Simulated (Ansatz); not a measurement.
# B2H3 radical: functionals against CCSD(T) at one geometry

The atoms stand at a structure displaced at random from a GFN2-xTB minimum. How far do the functionals agree with CCSD(T) there?

The runs use Ansatz 0.2.0, Gaussian basis; single points in def2-TZVPP.

Cores are frozen in the correlated methods. Orbitals are unrestricted.

## Step 1: The system as given

5 atoms, charge 0, spin multiplicity 2.

Atoms are counted from 1 here; the program's logs count them from 0.

Bond lengths: B1–B2 1.528 Å, B1–H3 1.080 Å, B2–H4 1.133 Å, B2–H5 1.217 Å. Angles: B2–B1–H3 177.0°, B1–B2–H4 125.0°, B1–B2–H5 126.2°, H4–B2–H5 108.8°.

Coordinates:

```xyz
5
charge 0, multiplicity 2
B    -0.16110   -0.87320    0.40180
B     0.06220    0.50610   -0.21610
H    -0.36940   -1.83140    0.85500
H    -0.51260    0.92310   -1.09940
H     0.88750    1.32710    0.13710
```

## Step 2: CCSD(T)/def2-TZVPP

The input, run/in.yaml:

```yaml
crystal:
  periodic: [false, false, false]
  atoms:
    - {symbol: B, position_ang: [-0.161100, -0.873200, 0.401800]}
    - {symbol: B, position_ang: [0.062200, 0.506100, -0.216100]}
    - {symbol: H, position_ang: [-0.369400, -1.831400, 0.855000]}
    - {symbol: H, position_ang: [-0.512600, 0.923100, -1.099400]}
    - {symbol: H, position_ang: [0.887500, 1.327100, 0.137100]}
basis:
  gaussian: {orbitals: def2-TZVPP}
magnetization: {spin_polarized: true, initial_magnetization: 1}
correlation: {method: ccsd_t}
scf: {omitted_lower_state_checks: [cluster_reference]}
output: {forces: true}
```

The command line of these runs was not kept.

## Step 3: PBE0-D4/def2-TZVPP

run/in.yaml: that of step 2 with these lines changed.

```diff
@@ -11,4 +11,3 @@
 magnetization: {spin_polarized: true, initial_magnetization: 1}
-correlation: {method: ccsd_t}
-scf: {omitted_lower_state_checks: [cluster_reference]}
-output: {forces: true}
+hamiltonian: {xc: pbe0, dispersion: d4}
+output: {forces: true, orbitals: {seedname: orbitals}}
```

## Step 4: wB97M-V/def2-TZVPP

run/in.yaml: that of step 3 with these lines changed.

```diff
@@ -11,3 +11,3 @@
 magnetization: {spin_polarized: true, initial_magnetization: 1}
-hamiltonian: {xc: pbe0, dispersion: d4}
-output: {forces: true, orbitals: {seedname: orbitals}}
+hamiltonian: {xc: {name: wB97M-V}}
+output: {forces: true}
```

## Step 5: r2SCAN-D4/def2-TZVPP

run/in.yaml: that of step 4 with these lines changed.

```diff
@@ -11,3 +11,3 @@
 magnetization: {spin_polarized: true, initial_magnetization: 1}
-hamiltonian: {xc: {name: wB97M-V}}
+hamiltonian: {xc: r2scan, dispersion: d4}
 output: {forces: true}
```

## Step 6: PBE-D4/def2-TZVPP

run/in.yaml: that of step 5 with these lines changed.

```diff
@@ -11,3 +11,3 @@
 magnetization: {spin_polarized: true, initial_magnetization: 1}
-hamiltonian: {xc: r2scan, dispersion: d4}
+hamiltonian: {xc: pbe, dispersion: d4}
 output: {forces: true}
```

## Step 7: CAM-B3LYP-D4/def2-TZVPP

run/in.yaml: that of step 6 with these lines changed.

```diff
@@ -11,3 +11,3 @@
 magnetization: {spin_polarized: true, initial_magnetization: 1}
-hamiltonian: {xc: pbe, dispersion: d4}
+hamiltonian: {xc: {name: CAM-B3LYP}, dispersion: d4}
 output: {forces: true}
```

## Step 8: LC-wPBE/def2-TZVPP

run/in.yaml: that of step 7 with these lines changed.

```diff
@@ -11,3 +11,3 @@
 magnetization: {spin_polarized: true, initial_magnetization: 1}
-hamiltonian: {xc: {name: CAM-B3LYP}, dispersion: d4}
+hamiltonian: {xc: {name: LC-wPBE}}
 output: {forces: true}
```

(Steps that only read results are left out.)

**Question.** What will these runs give? Wanted: energy less free atoms, CCSD(T)/def2-TZVPP; RMS force component; RMS force error; HOMO and LUMO, PBE0-D4; T1 diagnostic.

**Answer**, as computed:

| quantity | value |
| --- | --- |
| energy less free atoms, CCSD(T)/def2-TZVPP | -14.957 eV |
| RMS force component | 1.204 to 1.317 eV/Å over the methods |
| RMS force error | PBE0-D4 0.174, wB97M-V 0.122, r2SCAN-D4 0.198, PBE-D4 0.264, CAM-B3LYP-D4 0.158, LC-wPBE 0.170 eV/Å |
| HOMO and LUMO, PBE0-D4 | -6.60 and -2.91 eV |
| T1 diagnostic | 0.019 |

What this shows: Against CCSD(T) the functionals' energies less atoms differ by -0.950 to -0.643 eV, PBE-D4 by -0.858 eV. A larger basis would deepen the CCSD(T) value, while the functionals are nearly converged already, so the order here is not reliable. On forces the order runs from wB97M-V to PBE-D4. Frozen-core CCSD(T) forces in triple zeta carry basis errors of their own, and this is one geometry, so small gaps rank nothing.
